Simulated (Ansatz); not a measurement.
# SiH5 (doublet): from Hartree-Fock to the top rungs at distance H1–H2 along a hydrogen transfer = 0.983 Å, cc-pVTZ

The task here is to estimate one member of a computed series from the others.

Program: Ansatz 0.2.0, Gaussian basis. Level of theory: cc-pVTZ, core rule «outside noble gas», up to 5 orbitals frozen. These are calculated values, not measurements.

To be run: UHF; CCSD(T) on ROHF; CCSD(T) on UHF; BCCD(T) on ROHF; CISD; CCSDT(Q) on ROHF; CCSDT(Q) on UHF; CASSCF and NEVPT2, 3 electrons in 3 orbitals; CASSCF and NEVPT2, 9 electrons in 9 orbitals.

## The geometry

The geometry derives from fragments relaxed apart (PBE0/def2-TZVP) and kept rigid, so it is no stationary point. A hydrogen atom is moved between rigid fragments.

6 atoms, charge 0, spin multiplicity 2.

Atoms are counted from 1 here; the program's logs count them from 0.

Bond lengths: H2–Si3 1.535 Å, Si3–H4 1.486 Å, Si3–H5 1.486 Å, Si3–H6 1.486 Å. Angles: H2–Si3–H4 107.6°, H2–Si3–H5 107.6°, H2–Si3–H6 107.6°, H4–Si3–H5 111.3°, H4–Si3–H6 111.3°, H5–Si3–H6 111.3°.

Set-up of the first run:

in.yaml

```yaml
crystal:
  periodic: [false, false, false]
  atoms:
    - {symbol: H, position_ang: [-2.435750, 0.000000, -0.000002]}
    - {symbol: H, position_ang: [-1.452750, 0.000000, -0.000001]}
    - {symbol: Si, position_ang: [0.082250, 0.000000, 0.000000]}
    - {symbol: H, position_ang: [0.532224, -1.416253, 0.000001]}
    - {symbol: H, position_ang: [0.532224, 0.708126, -1.226511]}
    - {symbol: H, position_ang: [0.532223, 0.708127, 1.226511]}
basis:
  gaussian: {orbitals: cc-pVTZ}
magnetization: {spin_polarized: true, initial_magnetization: 1}
hamiltonian: {xc: hf}
output: {orbitals: {seedname: orbitals}}
```

Run with:

```
$ ansatz run in.yaml --threads 1 --pin off --events-out ev --progress --plain --max-ram 5120MiB --backend cpu
```

Steps of the session up to this table: UHF; CCSD(T) on ROHF; CCSD(T) on UHF; BCCD(T) on ROHF; CISD; CCSDT(Q) on ROHF; CCSDT(Q) on UHF; CASSCF and NEVPT2, 3 electrons in 3 orbitals; CASSCF and NEVPT2, 9 electrons in 9 orbitals.

One table of the session follows, with a row left open; its other results are not shown here.

It belongs to the step «Misses and costs». 

```
        method  from UCCSDT(Q) (kJ/mol)
          ROHF                   +526.5
           UHF                   +510.8
          RMP2                   +102.4
          UMP2                        ?
          CISD                    +46.3
         RCCSD                    +15.5
         UCCSD                    +15.1
      RCCSD(T)                     +2.8
      UCCSD(T)                     +2.8
       BCCD(T)                     +2.7
        RCCSDT                     +0.4
        UCCSDT                     +0.4
     RCCSDT(Q)                     +0.1
     UCCSDT(Q)                        0
   CASSCF pair                   +477.4
   NEVPT2 pair                   +104.3
CASSCF valence                   +363.0
NEVPT2 valence                   +109.0
```

Estimate the missing values for UMP2.

**Answer.** from UCCSDT(Q) (kJ/mol): +103.2. In the column «from UCCSDT(Q) (kJ/mol)» it lies between RMP2 (+102.4) and NEVPT2 pair (+104.3).

To keep in mind: Restricted and unrestricted rows rest on different reference determinants; where their highest levels disagree by more than a few hundredths of an eV, they describe different states and don't form one ladder.
